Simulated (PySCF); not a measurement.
System: H3P, singlet: umbrella (inversion) coordinate, bond length relaxed. Scanned: angle between the P-H bonds and the threefold axis (90 = planar). Other coordinates (P-H bond length) were minimised at PBE0/def2-TZVP.

Method: CCSD(T) on RHF/cc-pVTZ, 5 core orbitals frozen (PySCF 2.14.0).

Scanned values (°): 90, 93, 96, 99, 102, 105, 108, 111, 114, 117, 120, 123, 126, 129, 132.

Question: At which scan points does the profile have its minima and maxima, and how high do they lie?

Answer: Lower than their neighbours: 123° (0.0 kcal/mol). Higher than their neighbours: 90° (34.2 kcal/mol, end of the scan), 132° (6.8 kcal/mol, end of the scan). The whole profile spans 34.2 kcal/mol.
